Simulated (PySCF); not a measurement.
MF for M along the third period

CCSD(T) with double-zeta basis sets in PySCF, for the lowest determinant that a PBE0 search found; no spin–orbit coupling. De refers to high-spin ground-configuration atoms.

```csv
M,basis,"reference, frozen orbitals",state (unpaired electrons),Re (Å),ωe (cm⁻¹),De (eV)
Na,def2-SVPD,"RHF, 2",singlet (closed shell),1.956,518,4.92
Mg,x2c-SVPall,"UHF, 2",doublet (σ ↑),1.778,720,4.17
Al,def2-SVPD,"RHF, 6",singlet (closed shell),1.707,761,6.74
S,def2-SVP,"UHF, 6",doublet (π ↑),1.636,822,2.89
Cl,x2c-SVPall,"RHF, 6",singlet (closed shell),1.677,718,2.02
```

Task: By what factor does the harmonic wavenumber vary along the series?

Result: At CCSD(T) it runs from 518 cm⁻¹ (NaF) to 822 cm⁻¹ (SF), a factor of 1.59.

The rows differ in basis set, which adds steps of its own.

The state changes along the series, so neighbouring rows are not always alike in their bonding.

Correlated steps freeze the inner cores (2 to 6 orbitals); shallow outer-core shells are correlated. Correlated levels converge slowly with the basis: in double zeta they bind strong bonds too weakly, by up to about 1 eV, and carry superposition errors of some tenths. Where the molecule has an RHF reference, its open-shell atoms are computed with UHF. States were picked by a PBE0 search and need not be the measured ground states.
